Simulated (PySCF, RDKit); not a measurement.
Dimer: CH4O (SMILES CO) (first 6 atoms) with CH4O (SMILES CO); geometry from S66by8 set.
(charge 0, multiplicity 1):
```xyz
12

O     -1.457     0.321    -0.102
H     -0.513     0.297    -0.306
C     -1.973    -0.967    -0.368
H     -3.031    -0.952    -0.119
H     -1.878    -1.248    -1.419
H     -1.496    -1.742     0.238
O      1.420     0.221    -0.396
H      1.889     0.836    -0.966
C      1.929     0.378     0.925
H      1.375    -0.310     1.556
H      2.988     0.128     0.982
H      1.777     1.389     1.303
```

Counterpoise-corrected where a basis set is named; no monomer relaxation. Rows marked so take none.

Rows in 3-21G, 6-31G* carry no dispersion term and start afresh at each structure (6-31G* with six Cartesian d functions).

Programs: PySCF for 3-21G rows, 6-31G* rows; RDKit for the force fields. Values without a source in brackets are computed.

**Question.** One of these levels gives -12.25 kcal/mol for the interaction energy. Name it.
A) B3LYP/3-21G (no counterpoise)
B) BP86/6-31G* (no counterpoise)
C) HF/6-31G*
D) MMFF94

**Answer.** A, B3LYP/3-21G (no counterpoise). The others give -5.37 (MMFF94), -4.45 (HF/6-31G*), -6.63 (BP86/6-31G* (no counterpoise))
